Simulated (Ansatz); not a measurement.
Compare A (`C=C(O)OC`) with its isomer B (`OCC1CO1`).

Isolated molecules relaxed with PBE0-D4/def2-TZVP in Ansatz; ΔE leaves out vibrations. CCSD(T)/CBS is the MP2 limit (def2-TZVPP, def2-QZVPP) plus CCSD(T) − MP2 in def2-TZVPP, frozen cores. Functionals use def2-TZVPP. B3LYP here is the variant with VWN-RPA as its local correlation; programs differ in this. One conformer a species, not always the lowest.

A:

Z-matrix (Å, degrees):
```
C
O 1 1.410
H 1 1.088 2 106.3
H 1 1.094 2 110.8 3 119.2
H 1 1.094 2 110.8 3 -119.2
C 2 1.347 1 117.1 3 -180.0
O 6 1.343 2 110.0 1 180.0
C 6 1.332 2 127.4 1 -0.0
H 7 0.963 6 107.6 2 -0.0
H 8 1.079 6 118.9 2 180.0
H 8 1.077 6 121.8 2 -0.0
```

B:

Z-matrix (Å, degrees):
```
C
C 1 1.496
O 1 1.408 2 111.7
H 1 1.099 2 109.0 3 123.6
H 1 1.093 2 110.0 3 -118.0
O 2 1.425 1 114.8 3 -74.5
C 2 1.458 1 121.6 3 -141.9
H 2 1.089 1 115.7 3 61.1
H 3 0.962 1 107.4 2 58.1
H 7 1.087 2 119.5 1 -154.6
H 7 1.088 2 119.4 1 -1.9
```

Q: Which isomer does CCSD(T)/CBS put lower? Give the gap. (An estimate is asked.)

A: Ansatz gave: A, by 13.2 kcal/mol.

Q: Give E(B) − E(A) in kcal/mol with r2SCAN-D4, B3LYP, B3LYP-D4, B2PLYP, CCSD/def2-TZVPP, PBE-D4, PBE0-D4. (An estimate is asked.)

A: The calculation gave: r2SCAN-D4 14.8, B3LYP 16.2, B3LYP-D4 16.5, B2PLYP 15.0, CCSD/def2-TZVPP 13.0, PBE-D4 13.3, PBE0-D4 12.7. None reverses the order clearly.

Largest T1 diagnostic: 0.012.

In def2-TZVPP, CCSD(T) changes the Hartree–Fock value by −3.8 kcal/mol (the triples alone add +0.2 kcal/mol) and MP2 by −5.0 kcal/mol.
